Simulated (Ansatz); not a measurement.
Two isomers of C5H9N: A = `CCC(C)C#N`, B = `CC(C)(C)C#N`.

Gas-phase electronic energies from Ansatz, PBE0-D4/def2-TZVP geometries. CBS: MP2 limit from def2 TZ/QZ plus the TZ coupled-cluster correction, frozen cores. Functionals use def2-TZVPP. Each species was taken in one conformer, which may not be the lowest.

A:

```xyz
15

C    -1.106   -1.493    0.691
C     0.175   -0.853    0.192
C     0.083    0.668    0.031
C     1.413    1.288   -0.390
C    -0.963    1.017   -0.927
N    -1.778    1.281   -1.694
H    -0.986   -2.573    0.797
H    -1.933   -1.315   -0.001
H    -1.394   -1.093    1.667
H     0.467   -1.288   -0.769
H     0.995   -1.054    0.888
H    -0.223    1.099    0.992
H     1.333    2.371   -0.491
H     1.742    0.880   -1.347
H     2.175    1.065    0.360
```

B:

```xyz
15

C    -0.810   -1.093    0.583
C     0.172   -0.029    0.086
C     0.361   -0.144   -1.429
C    -0.325    1.370    0.457
C     1.468   -0.252    0.736
N     2.485   -0.426    1.245
H    -1.781   -0.938    0.106
H    -0.943   -1.031    1.665
H    -0.460   -2.097    0.337
H     1.070    0.601   -1.794
H    -0.599    0.020   -1.924
H     0.729   -1.133   -1.705
H     0.374    2.137    0.121
H    -1.291    1.548   -0.022
H    -0.451    1.469    1.537
```

Task: Which isomer does CCSD(T)/CBS put lower? Give the gap. (Best estimate.)

Result: Ansatz gave: B, by 1.4 kcal/mol.

Task: Give E(B) − E(A) in kcal/mol with ωB97M-V, CCSD(T)/def2-SVP, PBE-D4, r2SCAN-D4, CCSD/def2-TZVPP, HF/def2-TZVPP, CCSD(T)/def2-TZVPP. (An estimate is asked.)

Result: The calculation gave: ωB97M-V -1.2, CCSD(T)/def2-SVP -1.8, PBE-D4 -0.6, r2SCAN-D4 -1.1, CCSD/def2-TZVPP -1.3, HF/def2-TZVPP -0.1, CCSD(T)/def2-TZVPP -1.7. None reverses the order clearly.

Task: Does the order hold for the free energy at 298.15 K (harmonic terms from PBE0-D4)? (Best estimate.)

Result: The calculation gave: Yes: G(B) − G(A) = -0.9 kcal/mol, for one conformer each.

Largest T1 diagnostic: 0.011.

The D4 term adds −0.7 kcal/mol with B3LYP and −0.4 kcal/mol with PBE0; it sums over pairs of atoms, weighted by their polarisabilities, and B3LYP, whose exchange is more repulsive, gets the larger term. Leaving LDA and LC-ωPBE aside and taking each functional with its dispersion term where it has one, the values, not all of them listed here, spread over 0.6 kcal/mol, from ωB97M-V to HSE06-D4. LDA lies −0.8 kcal/mol from PBE without D4.

B3LYP here is the variant with VWN-RPA as its local correlation; programs differ in this.
